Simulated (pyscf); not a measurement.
This saddle point was located with ωB97X-D3(BJ)/def2-SVP in PySCF.

```xyz
11

O      0.8227     0.1774    -0.5635
Zn     1.0816    -0.9523     0.9666
O      1.8712    -2.2691     1.8824
H      0.6152     0.8744    -1.5210
H      2.5915    -2.6962     1.4072
O     -0.4355     0.2590     1.4671
Si    -0.4975     1.1628    -0.0986
H     -1.0725     0.3687     2.1778
H     -0.0635     1.6558    -1.7973
H     -1.8858     0.8469    -0.5188
H     -0.2883     2.5481     0.3894
```
Charge 0, spin multiplicity 1.

Surface: singlet, charge 0. Lowest wavenumbers (cm⁻¹): 1523i, 62, 105, 150, 213.

Question: What reaction is this the transition state of?

Answer: `[OH][SiH3]` + `[OH][Zn][OH]` ⇌ `[OH][SiH2][O][Zn][OH]` + `[H][H]`, a multi-bond step read from left to right: H–O, O–Zn, H–Si broken and O–Zn, H–H, O–Si formed. At ωB97M-D3(BJ)/def2-TZVP it lies +39.4 kJ/mol from the left side and +155.9 kJ/mol from the right (each side as separated species at their lowest minima found). On the reactant side the descent ends in an adduct with a O–Zn, O–Si contact, 71.2 kJ/mol under the separated species and 100.8 kJ/mol under the saddle at ωB97X-D3(BJ)/def2-TZVP. On the product side the descent ends in an adduct with a Si–Zn contact (not fully relaxed), 3.9 kJ/mol under the separated species and 161.5 kJ/mol under the saddle at ωB97X-D3(BJ)/def2-TZVP. What is counted as formed (O–Zn, O–Si) is already present as a longer contact in the reactant adduct; forming that adduct is a step of its own. At the saddle there is also a short H–Si contact that neither side keeps. At ωB97X-D3(BJ) the barrier from the zero used here is 29.7 kJ/mol. HO–SiH₂–O–Zn–OH is closed by a dative Si–Zn contact. One saddle was located; it need not be the lowest between these sides. Elements up to Kr have no core potential and no relativistic terms here.
